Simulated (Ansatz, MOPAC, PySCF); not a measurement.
Molecule: CH₃O, charge -1, multiplicity 1. SMILES: C[O-]
Coordinates optimised at B3LYP-D3(BJ)/def2-TZVP (Ansatz, a quantum-chemistry and plane-wave program):
```xyz
5

C     -0.0196     0.5304     0.0101
O      0.0292    -0.7889    -0.0150
H     -1.0629     1.0048     0.0280
H      0.4813     1.0453     0.9033
H      0.4659     1.0784    -0.8719
```
Charge -1, spin multiplicity 1.

Unscaled harmonic wavenumbers (cm⁻¹) in rising order, each level at the stationary point that it reaches from this structure (no distance between atoms moves by over 0.3 Å); the order of modes can differ between levels, and a negative number is imaginary. B3LYP-D3(BJ)/def2-TZVP (PySCF, at the structure above): 1185, 1185, 1194, 1412, 1412, 1505, 2357, 2357, 2533.

AM1 (MOPAC): 1222, 1222, 1370, 1370, 1507, 1640, 2716, 2716, 2915. Zero-point energy 23.8 against 21.6 kcal/mol; where all levels lie over 400 cm⁻¹, the wavenumbers are on average 1.088 times those of B3LYP-D3(BJ)/def2-TZVP.

PM3 (MOPAC): 1089, 1089, 1303, 1386, 1386, 1505, 2699, 2699, 2886. Zero-point energy 22.9 against 21.6 kcal/mol; where all levels lie over 400 cm⁻¹, the wavenumbers are on average 1.036 times those of B3LYP-D3(BJ)/def2-TZVP.

HF/6-31G* (Ansatz): 1300, 1318, 1318, 1621, 1621, 1688, 2604, 2604, 2761. Zero-point energy 24.1 against 21.6 kcal/mol; where all levels lie over 400 cm⁻¹, the wavenumbers are on average 1.114 times those of B3LYP-D3(BJ)/def2-TZVP.

B3LYP/6-31G* (Ansatz): 1232, 1232, 1270, 1460, 1460, 1608, 2253, 2253, 2470. Zero-point energy 21.8 against 21.6 kcal/mol; where all levels lie over 400 cm⁻¹, the wavenumbers are on average 1.018 times those of B3LYP-D3(BJ)/def2-TZVP.
